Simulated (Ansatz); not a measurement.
Input for Ansatz (development build ahead of 0.2.0):

```yaml
crystal:
  periodic: [false, false, false]
  atoms:
    - { symbol: P, position_ang: [0.0, 0.0, 0.14059] }
    - { symbol: H, position_ang: [1.29225, 0.0, -0.70296] }
    - { symbol: H, position_ang: [-0.64612, 1.11912, -0.70296] }
    - { symbol: H, position_ang: [-0.64612, -1.11912, -0.70296] }
basis:
  gaussian: { orbitals: cc-pVTZ }
hamiltonian:
  xc: hf
correlation:
  method: mp2
  frozen_orbitals: { H: 0, P: 5 }
```

The input is written out in the form of the current development build from the run's settings.

Output:

| Item | Value |
| --- | --- |
| Converged | yes |
| Reference energy | -342.46881 hartree |
| Correlation energy | -0.17167 hartree |
| Total energy | -342.64048 hartree |
| Spin squared of the determinant | 0.000 |
